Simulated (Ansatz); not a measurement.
Ansatz (a quantum-chemistry and plane-wave program) input:
A basis named .json is the Basis Set Exchange file of that set.

Ansatz 0.2 input:
```yaml
crystal:
  periodic: [false, false, false]
  atoms:
    - {symbol: O, position_ang: [0.39958647, 1.19705172, 0.49062668]}
    - {symbol: C, position_ang: [0.16077201, 0.04986817, 0.01460440]}
    - {symbol: N, position_ang: [0.99490316, -0.87693290, -0.41154964]}
    - {symbol: C, position_ang: [-1.32751809, -0.33678506, -0.08884436]}
    - {symbol: H, position_ang: [-1.84871721, 0.39581689, -0.71352551]}
    - {symbol: H, position_ang: [-1.46283536, -1.33583130, -0.50633873]}
    - {symbol: H, position_ang: [-1.78317322, -0.28964351, 0.90550806]}
    - {symbol: H, position_ang: [1.93418841, -0.48672424, -0.28437002]}
basis:
  gaussian:
    orbitals: cc-pVQZ
    fitting: {mean_field: def2-universal-jkfit, correlation: cc-pVQZ-RIFIT.json}
total_charge: -1
magnetization: {spin_polarized: false}
correlation: {method: mp2, electrons: outside_noble_gas}
```

Q: What final total energy does it print?

A: -208.31521 Eh (RI-MP2/cc-pVQZ). The basis has 340 functions.

It need not be the lowest isomer of its formula. Whether it binds its extra electron was not tested at this geometry.
